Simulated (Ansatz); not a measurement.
Basis-set extrapolation for CH₃ClMg, SMILES `[CH3][Mg][Cl]` (PBE0-D4/def2-TZVP geometry, frozen core, Ansatz). Multiplicity 1, RHF reference. For Mg the program correlates outer-core shells too, which these sets cover unevenly, so the extrapolated numbers aren't a true limit.

|  | def2-TZVPP | def2-QZVPP |
| --- | --- | --- |
| HF | -698.825003 | -698.848855 |
| MP2 correlation | -0.571296 | -0.644138 |
| CCSD(T) correlation | -0.627116 | -0.702253 |

Energies in hartree. Use E(X) = E(∞) + A·exp(−7.88·√X) for Hartree–Fock and E(X) = E(∞) + B·X^(−2.97) for correlation, with X = 3 and 4.

What is the CCSD(T) energy at the basis-set limit?

HF limit: -698.848855 + (-0.023852) × 0.13774 = -698.85214. Correlation limit: -0.702253 + (-0.075137) × 0.74074 = -0.75791. Total: -699.61005 hartree, 414.6 kJ/mol below CCSD(T)/def2-TZVPP.
